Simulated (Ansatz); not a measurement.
**CH3F (fluoromethane): CCSD(T)/def2-TZVPP**

What is the energy change on altering one bond length of CH3F (fluoromethane) at CCSD(T)/def2-TZVPP? 

Program for the calculation: Ansatz 0.2.0.

45 further runs of the same task are left out: 45 set aside as unsound or not needed.

### 1 The system as given

The species is CH3F (5 atoms), meant as a singlet with charge 0. As SMILES, `CF`. Geometry: relaxed at PBE0-D4/def2-TZVP.

Bond lengths: C1–F2 1.376 Å, C1–H3 1.092 Å, C1–H4 1.092 Å, C1–H5 1.092 Å. Angles: F2–C1–H3 109.1°, F2–C1–H4 109.1°, F2–C1–H5 109.1°, H3–C1–H4 109.9°, H3–C1–H5 109.9°, H4–C1–H5 109.9°.

### 2 A single-point energy at CCSD(T)/def2-TZVPP

The input, in.yaml:

```yaml
crystal:
  periodic: [false, false, false]
  atoms:
    - {symbol: C, position_ang: [-0.050700, 0.032900, 0.007800]}
    - {symbol: F, position_ang: [1.094100, -0.710500, -0.168600]}
    - {symbol: H, position_ang: [-0.918700, -0.626900, -0.058000]}
    - {symbol: H, position_ang: [-0.104800, 0.796000, -0.772000]}
    - {symbol: H, position_ang: [-0.019800, 0.508500, 0.990700]}
basis:
  gaussian:
    orbitals: def2-TZVPP
correlation:
  method: ccsd_t
  frozen_orbitals: {C: 1, F: 1, H: 0}
accuracy: high
scf:
  omitted_lower_state_checks: [cluster_reference, increment]
```

Command:

```bash
ansatz run in.yaml --threads 1 --pin off --max-ram 3480MiB --events-out events.jsonl --progress --plain --runs-dir runs
```

The program printed, shortened:

```text
Warning: RAYON_NUM_THREADS=1 ignored (pool sized by the plan → 1); use --threads N
Functional definition: HF
  name "HF"
[...]
1796 factors; integrals over basis functions are off by at most 3.2e-9 eV
[...]
mean field -3785.16418065 eV, -139.1022179626 hartree, gradient 2.1e-8 eV, S^2 0.000000; 0 other end points of the search recorded, 0 dependent functions left out
2 core orbitals not correlated: weight in the atoms' cores, before any rotation towards them, 1.000 or more for the frozen orbitals, at most 0.000 for the correlated occupied ones
reference -3785.16418065 eV, -139.1022179626 hartree; 7, 7 occupied and 95, 95 virtual orbitals, 1796 factors
second order -11.75853479 eV of doubles, -0.00000000 eV of singles
cycle   1  -11.91684990 eV  change   -1.6e-1 eV  update   6.3e-2
[...]
cycle  18  -12.21476970 eV  change  -1.3e-10 eV  update   1.6e-9
perturbative correction -0.35291226 eV, -0.0129692864 hartree
Total energy: -3797.73186262 eV, -139.5640717560 hartree
Checks for a lower state left out: cluster_reference, increment
```

Run time: 15 s. Hardware: 1 thread of Arm Neoverse V1, shared host; peak memory 0.84 GiB.

### 3 The distorted shape at the same level

The input, run.yaml:

```yaml
crystal:
  periodic: [false, false, false]
  atoms:
    - {symbol: C, position_ang: [-0.034471, -0.196017, 0.241726]}
    - {symbol: F, position_ang: [1.110329, -0.939417, 0.065326]}
    - {symbol: H, position_ang: [-0.902471, -0.855817, 0.175926]}
    - {symbol: H, position_ang: [-0.104800, 0.796000, -0.772000]}
    - {symbol: H, position_ang: [-0.003571, 0.279583, 1.224626]}
basis:
  gaussian:
    orbitals: def2-TZVPP
magnetization:
  spin_polarized: false
accuracy: high
correlation:
  method: ccsd_t
  frozen_orbitals: {C: 1, F: 1, H: 0}
scf:
  omitted_lower_state_checks: [cluster_reference, increment]
```

Command:

```bash
ansatz run run.yaml --threads 1 --pin off --max-ram 3480MiB --events-out events.jsonl --progress --plain --runs-dir runs
```

The program printed, shortened:

```text
Warning: RAYON_NUM_THREADS=1 ignored (pool sized by the plan → 1); use --threads N
[... 2 set-up lines as earlier in the session ...]
[...]
1779 factors; integrals over basis functions are off by at most 3.5e-9 eV
[...]
mean field -3783.97827895 eV, -139.0586368786 hartree, gradient 2.5e-8 eV, S^2 0.000000; 0 other end points of the search recorded, 0 dependent functions left out
2 core orbitals not correlated: weight in the atoms' cores, before any rotation towards them, 1.000 or more for the frozen orbitals, at most 0.000 for the correlated occupied ones
reference -3783.97827895 eV, -139.0586368786 hartree; 7, 7 occupied and 95, 95 virtual orbitals, 1779 factors
second order -11.86648491 eV of doubles, -0.00000000 eV of singles
cycle   1  -12.01486409 eV  change   -1.5e-1 eV  update   7.0e-2
[...]
cycle  20  -12.36168674 eV  change  -2.2e-10 eV  update  5.8e-10
perturbative correction -0.38075438 eV, -0.0139924654 hartree
Total energy: -3796.72072006 eV, -139.5269129525 hartree
Checks for a lower state left out: cluster_reference, increment
```

Wall time 16 s (1 thread of Arm Neoverse V1, shared host); peak memory 0.83 GiB.

### 4 What came out

At CCSD(T)/def2-TZVPP, 2 core orbitals frozen:

| quantity | value |
| --- | --- |
| first shape: total energy | -139.56407 Eh |
| first shape: correlation energy (2 core orbitals frozen) | -461.9 mEh |
| first shape: (T) correction | -12.97 mEh |
| first shape: T1 diagnostic | 0.009 |
| distorted shape: total energy | -139.52691 Eh |
| distorted shape: correlation energy (2 core orbitals frozen) | -468.3 mEh |
| distorted shape: (T) correction | -13.99 mEh |
| distorted shape: T1 diagnostic | 0.011 |
| energy change with the C1–H4 bond stretched from 1.092 to 1.420 Å | 1.011 eV |

**Reading.** With the C1–H4 bond stretched from 1.092 to 1.420 Å the energy rises by 1.01 eV (98 kJ/mol). The first shape isn't relaxed at this level, so the change isn't measured from a minimum. The triples (first shape) make up 2.8 % of the correlation energy. The triples (distorted shape) make up 3.0 % of the correlation energy.
